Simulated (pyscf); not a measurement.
## 1,1-elimination: O=GeH₂ -> O=Ge: [singlet] + hydrogen (H₂)

Gas phase, singlet surface, charge 0. Bonds broken: Ge2–H3, Ge2–H4. Bonds formed: H3–H4. Optimised with ωB97X-D3(BJ)/def2-SVP in PySCF.

Transition state (Å):

```xyz
4

O      1.0053     0.0900    -1.6133
Ge     1.1550    -0.0172     0.0104
H      0.7271    -0.3342     1.4334
H     -0.3928    -0.6990     0.6658
```

One imaginary mode, 1843i cm⁻¹; descent along it reached the two sides named.

```tsv
bond	change	reactant side (Å)	saddle	product side
Ge2–H3	breaks	1.538	1.519	3.3
Ge2–H4	breaks	1.538	1.814	3.1
H3–H4	forms	2.573	1.406	0.761
```

Electronic energies relative to the reactant's lowest minimum found (kcal/mol):

```csv
level,barrier,reaction energy,reverse barrier
ωB97X-D3(BJ)/def2-TZVP,72.6,-11.3,83.9
PBE/def2-TZVP,60.1,-13.9,74.1
r²SCAN/def2-TZVP,64.4,-11.6,76.0
B3LYP-D3(BJ)/def2-TZVP,66.1,-15.7,81.8
PBE0-D3(BJ)/def2-TZVP,66.9,-10.4,77.2
M06-2X/def2-TZVP,71.2,-12.3,83.5
ωB97M-D3(BJ)/def2-TZVP,70.0,-15.4,85.4
HF/def2-TZVP,85.1,-11.1,96.2
```

With ωB97M-D3(BJ)/def2-TZVP energies and thermal terms (ideal gas, 1 atm, RRHO with modes under 100 cm⁻¹ raised to 100, one conformer, R ln 2 for chiral ones without a mode under 150 cm⁻¹), in kcal/mol:

```
T (K)   ΔH‡   ΔG‡     ΔH     ΔG
-----  ----  ----  -----  -----
298    67.4  66.9  -16.8  -24.3
600    67.3  66.5  -16.2  -32.3
900    67.0  66.2  -16.3  -40.4
1200   66.7  66.0  -16.7  -48.4
```

O=GeH₂ lies 30.4 kcal/mol over its isomer HO–GeH: [singlet] (electronic energy, ωB97M-D3(BJ)/def2-TZVP). One saddle was located; it need not be the lowest between these sides. Elements up to Kr have no core potential and no relativistic terms here.
